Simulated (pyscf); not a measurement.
Optimised with ωB97X-D3(BJ)/def2-SVP in PySCF.

Task: For the elementary gas-phase step H₂N–SiH₂–OH (SMILES N[SiH2]O) + AlH₃ (SMILES [AlH3]) -> HO–SiH₂–NH–AlH₂ (SMILES O[SiH2][NH][AlH2]) + H₂ (SMILES [H][H]) (singlet surface; H–N, Al–H broken, Al–N, H–H formed), what barrier and reaction energy does ωB97M-D3(BJ)/def2-TZVP give, measured from the separated reactants?

Result: ΔE‡ = 1.7 kcal/mol, ΔE = -24.5 kcal/mol. Zero-point energy shifts the barrier by +0.6 kcal/mol. It is a four-centre exchange, with an imaginary mode of 1386i cm⁻¹. On the reactant side the descent ends in an adduct with a Al–N contact, 32.0 kcal/mol under the separated species and 31.0 kcal/mol under the saddle at ωB97X-D3(BJ)/def2-TZVP. What is counted as formed (Al–N) is already present as a longer contact in the reactant adduct; forming that adduct is a step of its own. At the saddle there is also a short Al–H contact that neither side keeps. At ωB97X-D3(BJ) the barrier from the zero used here is -1.0 kcal/mol. HO–SiH₂–NH–AlH₂ is closed by a dative Al–O, Al–Si contact. HO–SiH₂–NH–AlH₂ lies 17.2 kcal/mol over its isomer H₂N–AlH–O–SiH₃ (electronic energy, ωB97M-D3(BJ)). This is the saddle that the search found; another between the same sides may lie lower.
